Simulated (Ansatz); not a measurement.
**How far a parabola holds: energy against volume of rock-salt PbSe**

System: rock-salt PbSe. Method: r²SCAN in Ansatz (PAW). Settings: plane-wave cutoff 560 eV, 10×10×10 k mesh, Fermi–Dirac smearing 0.01 eV, scalar-relativistic PAW data made under PBE. The cell has no free parameter but its volume, all volumes share cutoff and mesh, and the runs aren't spin-polarised. Energies are free energies at the run's smearing, counted from the lowest row; static lattice.

```csv
V (Å³/atom),E (meV/atom)
27.705,?
28.295,8.16
28.884,1.97
29.474,0.00
30.063,1.82
30.652,7.05
```

The 5 complete rows are fitted with a parabola, E against V. With u = V - 29.5, the rows have u = -1.2050, -0.6160, -0.0260, 0.5630, 1.1520. Least squares gives E = -0.012 - 0.1118·u + 5.4789·u². Residuals (row less fit): 0.082, -0.166, 0.005, 0.158, -0.080; standard error 0.181 (degrees of freedom: 2). The fitted curve has its minimum at V = 29.5, where E = -0.01. Its curvature is d²E/dV² = 2 × 5.4789 meV/Å⁶, so B = V0·d²E/dV² × 0.1602 = 51.8 GPa.

**Question.** Estimate the missing E (V = 27.705); what did the run itself give?

**Answer.** u = -1.7950, so E = -0.012 - 0.1118 × (-1.7950) + 5.4789 × (-1.7950)² = 17.842 meV/atom. The calculation gives 19.05 meV/atom, 1.208 meV/atom above the prediction (6.3 % of the range of E in the table). The row lies outside the fitted rows, so this is an extrapolation. From the scatter of the fitted rows alone, a prediction at this place has a standard error of 0.429 meV/atom, so the miss is 2.8 times that.

The residuals are curvature that a parabola lacks, not noise. A solid that stiffens under compression and softens on expansion lies above the parabola at the compressed end and under it at the expanded end, as this row does. A third-order Birch-Murnaghan fit to the whole scan has B0 = 51.5 GPa. Only scans are tabulated whose curvature falls smoothly with volume, and where the parabola meets the shown rows within 5 % of their range and misses the end by 0.1 meV or more.

Measured, for comparison: bulk modulus 47.9 ± 0.4 GPa (298 K, no zero-point or thermal correction, isothermal, neutron diffraction, sources range from 47.9 to 54.1; as tabulated in Knight et al. (2022), doi:10.1039/d1ma01093j). Computed less measured: bulk modulus +8 % (against room or unstated temperature, where such soft solids are markedly softer).

Spin–orbit coupling is not included; it can shift volumes and moduli of such heavy elements.

Ansatz is an electronic-structure program.
